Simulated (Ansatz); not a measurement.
in.yaml

```yaml
crystal:
  periodic: [false, false, false]
  atoms:
    - {symbol: In, position_ang: [0.000000, 0.014207, -0.038844]}
    - {symbol: H, position_ang: [0.000000, -1.398668, -0.231869]}
    - {symbol: H, position_ang: [0.384545, -0.109867, 2.328360]}
    - {symbol: H, position_ang: [-0.384545, -0.109867, 2.328360]}
basis:
  gaussian: {orbitals: def2-SVP}
magnetization: {spin_polarized: true, initial_magnetization: 2}
hamiltonian: {xc: {name: PBE0}}
correlation: {method: bccd_t, electrons: outside_noble_gas}
output: {forces: true}
```

```sh
$ ansatz run in.yaml --threads 1 --pin off --events-out ev --progress --plain --max-ram 2393MiB
```

Problem. Roughly how long does this take on 1 thread of AMD EPYC, shared host, and how much host memory?

Solution. 14 s wall and 0.16 GiB.

```
494 factors; integrals over basis functions are off by at most 5.4e-4 eV
mean field evaluation 1: about -5217.7418 eV, gradient 7.4e0 eV
mean field evaluation 2: about -5217.7878 eV, gradient 7.4e0 eV
mean field evaluation 4: about -5218.2752 eV, gradient 5.8e-1 eV
mean field evaluation 8: about -5218.2790 eV, gradient 4.2e-2 eV
mean field evaluation 16: about -5218.2790 eV, gradient 3.0e-5 eV
mean field -5218.27904906 eV, -191.7682179762 hartree, gradient 4.5e-6 eV, S^2 2.002626; 2 other end points of the search recorded, 0 dependent functions left out
9 core orbitals not correlated: weight in the atoms' cores, before any rotation towards them, 0.979 or more for the frozen orbitals, at most 0.014 for the correlated occupied ones
reference -5191.99132158 eV, -190.8021618100 hartree; 4, 2 occupied and 28, 30 virtual orbitals, 494 factors
second order -1.71069839 eV of doubles, -0.13021895 eV of singles
cycle   1  -2.21959648 eV  change   -3.8e-1 eV  update   4.6e-2
cycle   2  -2.35018310 eV  change   -1.3e-1 eV  update   1.6e-2
cycle   3  -2.35338931 eV  change   -3.2e-3 eV  update   4.2e-3
cycle   4  -2.35292158 eV  change    4.7e-4 eV  update   1.4e-3
cycle   5  -2.35205674 eV  change    8.6e-4 eV  update   5.8e-4
cycle   6  -2.35184070 eV  change    2.2e-4 eV  update   2.1e-4
cycle   7  -2.35185296 eV  change   -1.2e-5 eV  update   7.5e-5
cycle   8  -2.35184420 eV  change    8.8e-6 eV  update   2.2e-5
cycle   9  -2.35183678 eV  change    7.4e-6 eV  update   5.7e-6
cycle  10  -2.35183792 eV  change   -1.1e-6 eV  update   2.0e-6
cycle  11  -2.35183807 eV  change   -1.4e-7 eV  update   6.9e-7
cycle  12  -2.35183801 eV  change    5.2e-8 eV  update   2.5e-7
perturbative correction -0.02452486 eV, -0.0009012719 hartree
the calculation of the forces begins
mean field evaluation 32: about -5191.9913 eV, gradient 5.4e0 eV
Total energy: -5194.36768445 eV, -190.8894915347 hartree
Atom 0 at     0.000000     0.014207    -0.038844 Å, force     0.000000     7.257328     0.800135 eV/Å
Atom 1 at     0.000000    -1.398668    -0.231869 Å, force     0.000000    -7.237824    -0.971161 eV/Å
Atom 2 at     0.384545    -0.109867     2.328360 Å, force     0.133053    -0.009752     0.085513 eV/Å
Atom 3 at    -0.384545    -0.109867     2.328360 Å, force    -0.133053    -0.009752     0.085513 eV/Å
Dipole moment:    -0.000000     0.021665     0.133737 e Å
```

Forces (eV/Å):
```
In   0.000  7.257  0.800
H    0.000 -7.238 -0.971
H    0.133 -0.010  0.086
H   -0.133 -0.010  0.086
```
